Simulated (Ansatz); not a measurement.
**BH3O (BH2(OH)): methods side by side**

BH3O: 5 atoms, total charge 0, spin state singlet. SMILES: `[H]B([H])O`. Geometry: relaxed at GFN2-xTB.

```xyz
5

B     0.2710    0.3025   -0.1085
H     1.4036    0.3900   -0.3956
H    -0.4329    1.2514   -0.0807
O    -0.1594   -0.9187    0.1745
H    -1.0822   -1.0252    0.4103
```

Each level gives the energy change with the B1–O4 bond stretched from 1.325 to 1.657 Å (eV). The values are calculated.

```
                      level                    kind  program  value (eV)  less FCI/STO-3G
  BHLYP/STO-3G (restricted)           global hybrid   Ansatz        1.87            +0.19
r2SCAN0/STO-3G (restricted)         hybrid meta-GGA   Ansatz        1.82            +0.14
  HSE06/STO-3G (restricted)  range-separated hybrid   Ansatz        1.74            +0.06
wB97M-V/STO-3G (restricted)  range-separated hybrid   Ansatz        1.76            +0.08
  wB97X/STO-3G (restricted)  range-separated hybrid   Ansatz        1.74            +0.06
RPA@PBE/STO-3G (restricted)                     RPA   Ansatz        1.51            -0.17
CCSD(T)/STO-3G (restricted)   coupled cluster or CI   Ansatz        1.70            +0.02
 CCSDTQ/STO-3G (restricted)   coupled cluster or CI   Ansatz        1.68             0.00
                 FCI/STO-3G      exact in the basis   Ansatz        1.68             0.00
```

FCI/STO-3G is exact within its basis and frozen core, so for wave-function methods in that basis the difference is their error; functionals converge differently with the basis, so for them it is only a difference. The first shape isn't each level's own minimum. The values span 1.51 to 1.87 eV. All rows use very small basis sets, so none should be taken for the real molecule's value.
